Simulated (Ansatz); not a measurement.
# MgSiH₃+ (SMILES [MgH][SiH2+]): functionals against CCSD(T) at one geometry

How do the functionals fare away from a minimum? The structure is a structure displaced at random from a GFN2-xTB minimum.

Program: Ansatz 0.2.0, Gaussian basis. Level of theory: single points in def2-TZVPP. These are calculated values, not measurements.

Cores are frozen in the correlated methods. The outer core shell of Li, Na, Mg and K is correlated.

## (1) The starting structure

5 atoms, charge 1, spin multiplicity 1.

Atoms are counted from 1 here; the program's logs count them from 0.

Bond lengths: Mg1–Si2 2.688 Å, Mg1–H3 1.575 Å, Si2–H4 1.537 Å, Si2–H5 1.509 Å. Angles: Si2–Mg1–H3 176.3°, Mg1–Si2–H4 130.6°, Mg1–Si2–H5 130.8°, H4–Si2–H5 98.5°.

As a file:

```xyz
5

Mg    0.60790   -1.34100    0.82340
Si   -0.35390    0.77910   -0.51990
H     1.19070   -2.52130    1.68770
H    -1.60560    0.92040   -1.40070
H     0.20700    2.16780   -0.70430
```

## (2) CCSD(T)/def2-TZVPP

File run/in.yaml:

```yaml
crystal:
  periodic: [false, false, false]
  atoms:
    - {symbol: Mg, position_ang: [0.607900, -1.341000, 0.823400]}
    - {symbol: Si, position_ang: [-0.353900, 0.779100, -0.519900]}
    - {symbol: H, position_ang: [1.190700, -2.521300, 1.687700]}
    - {symbol: H, position_ang: [-1.605600, 0.920400, -1.400700]}
    - {symbol: H, position_ang: [0.207000, 2.167800, -0.704300]}
basis:
  gaussian: {orbitals: def2-TZVPP}
total_charge: 1
correlation: {method: ccsd_t}
output: {forces: true}
```

The command line of these runs was not kept.

## (3) PBE0-D4/def2-TZVPP

Changes to run/in.yaml since step 2:

```diff
@@ -11,3 +11,3 @@
 total_charge: 1
-correlation: {method: ccsd_t}
-output: {forces: true}
+hamiltonian: {xc: pbe0, dispersion: d4}
+output: {forces: true, orbitals: {seedname: orbitals}}
```

## (4) wB97M-V/def2-TZVPP

Changes to run/in.yaml since step 3:

```diff
@@ -11,3 +11,3 @@
 total_charge: 1
-hamiltonian: {xc: pbe0, dispersion: d4}
-output: {forces: true, orbitals: {seedname: orbitals}}
+hamiltonian: {xc: {name: wB97M-V}}
+output: {forces: true}
```

## (5) r2SCAN-D4/def2-TZVPP

Changes to run/in.yaml since step 4:

```diff
@@ -11,3 +11,3 @@
 total_charge: 1
-hamiltonian: {xc: {name: wB97M-V}}
+hamiltonian: {xc: r2scan, dispersion: d4}
 output: {forces: true}
```

## (6) PBE-D4/def2-TZVPP

Changes to run/in.yaml since step 5:

```diff
@@ -11,3 +11,3 @@
 total_charge: 1
-hamiltonian: {xc: r2scan, dispersion: d4}
+hamiltonian: {xc: pbe, dispersion: d4}
 output: {forces: true}
```

## (7) r2SCAN0-D4/def2-TZVPP

Changes to run/in.yaml since step 6:

```diff
@@ -11,3 +11,3 @@
 total_charge: 1
-hamiltonian: {xc: pbe, dispersion: d4}
+hamiltonian: {xc: {name: r2SCAN0}, dispersion: d4}
 output: {forces: true}
```

## (8) B97M-V/def2-TZVPP

Changes to run/in.yaml since step 7:

```diff
@@ -11,3 +11,3 @@
 total_charge: 1
-hamiltonian: {xc: {name: r2SCAN0}, dispersion: d4}
+hamiltonian: {xc: {name: B97M-V}}
 output: {forces: true}
```

(Steps that only read results are left out.)

**Question.** What will these runs give? Wanted: energy less free atoms, CCSD(T)/def2-TZVPP; RMS force component; RMS force error; HOMO and LUMO, PBE0-D4; T1 diagnostic.

The runs gave:

| quantity | value |
| --- | --- |
| energy less free atoms, CCSD(T)/def2-TZVPP | -60.2 kcal/mol |
| RMS force component | 0.527 to 0.624 eV/Å over the methods |
| RMS force error | PBE0-D4 0.065, wB97M-V 0.040, r2SCAN-D4 0.058, PBE-D4 0.164, r2SCAN0-D4 0.031, B97M-V 0.070 eV/Å |
| HOMO and LUMO, PBE0-D4 | -12.54 and -9.23 eV |
| T1 diagnostic | 0.010 |

Against CCSD(T) the functionals' energies less atoms differ by -9.7 to +1.5 kcal/mol, PBE-D4 by +1.5 kcal/mol. The reference is not at the basis limit: in triple zeta CCSD(T) underbinds, which counts against methods that bind more; the gaps are no ranking. The forces of r2SCAN0-D4 come nearest to CCSD(T), those of PBE-D4 are farthest. Frozen-core CCSD(T) forces in triple zeta carry basis errors of their own, and this is one geometry, so small gaps rank nothing.
